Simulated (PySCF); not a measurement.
# Choosing a basis for TDDFT

Species: C₄H₄F₂.
SMILES with atom numbers: `[F:1][CH2:2][C:3]1=[C:4]([F:5])[CH2:6]1` (hydrogens: H7, H8 on C2; H9, H10 on C6)

TDDFT with PBE0 (PySCF), vertical singlets, core orbitals frozen in the response, spherical d and f functions. One conformer (not necessarily the lowest) at the PBE0-D3(BJ)/def2-SVP geometry, without solvent, vibrations or thermal averaging.

Question: Compare 6-31G*, def2-SVP, 6-31+G*, def2-SVPD, aug-cc-pVDZ, def2-TZVP and def2-TZVPD for this molecule.

Answer: 

```
      basis  functions  diffuse  S1 (eV)  S2 (eV)  S3 (eV)  S4 (eV)  S5 (eV)  LUMO (eV)  α (au)
     6-31G*         92       no     7.16     7.78     7.84     8.45     8.57       0.95    40.1
   def2-SVP        104       no     7.06     7.65     7.71     7.88     8.53       0.66    40.9
    6-31+G*        116      yes     6.22     6.65     6.94     7.04     7.35       0.28    45.4
  def2-SVPD        158      yes     6.42     6.87     6.93     7.50     7.78       0.43    48.2
aug-cc-pVDZ        174      yes     5.88     6.42     6.77     6.81     6.83      -0.17    49.2
  def2-TZVP        210       no     6.88     6.93     7.15     7.77     8.13       0.55    46.6
 def2-TZVPD        264      yes     6.08     6.62     6.82     7.10     7.66       0.15    49.4
```

States are compared by their number. Against the largest diffuse basis here (def2-TZVPD, itself not a converged limit), sets without diffuse functions differ by up to 1.07 eV in S1 and 0.91 eV in S5; the smaller diffuse sets differ by up to 0.33 and 0.83 eV. State by state, the largest deviation of a set without diffuse functions is S1 1.07, S2 1.16, S3 1.03, S4 1.35, S5 0.91 eV. The same number needn't mean the same state in each row. Against def2-TZVPD the polarisability deviates by -19% in 6-31G*, -17% in def2-SVP, -8% in 6-31+G*, -2% in def2-SVPD, 0% in aug-cc-pVDZ, -6% in def2-TZVP. A single + in a Pople set puts diffuse functions on heavy atoms only.
